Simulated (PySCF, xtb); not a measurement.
Potential energy surface of CH6Si, singlet: internal rotation, threefold axis kept, other coordinates relaxed. Scanned: torsion (0 = eclipsed). Other coordinates (C-Si length, H-C-Si angle, H-Si-C angle, C-H length, Si-H length) were minimised at B3LYP/def2-TZVP.

- GFN1-xTB (xtb)
- M06-2X/cc-pVTZ (PySCF)
- CAM-B3LYP/cc-pVTZ (PySCF)
- CCSD(T) on RHF/cc-pVTZ, 6 core orbitals frozen (PySCF)

Energies relative to the lowest point of each profile, in kcal/mol:

| at / ° | GFN1-xTB | M06-2X | CAM-B3LYP |
|---|---|---|---|
| 0 | 1.15 | 1.45 | 1.50 |
| 10 | 1.07 | 1.36 | 1.40 |
| 20 | 0.87 | 1.10 | 1.13 |
| 30 | 0.59 | 0.73 | 0.76 |
| 40 | 0.30 | 0.37 | 0.38 |
| 50 | 0.09 | 0.10 | 0.10 |
| 60 | 0.00 | 0.00 | 0.00 |

### Question
What does CCSD(T) give at the same points?

### Answer
0: 1.56; 10: 1.45; 20: 1.17; 30: 0.79; 40: 0.39; 50: 0.11; 60: 0.00 (kcal/mol).
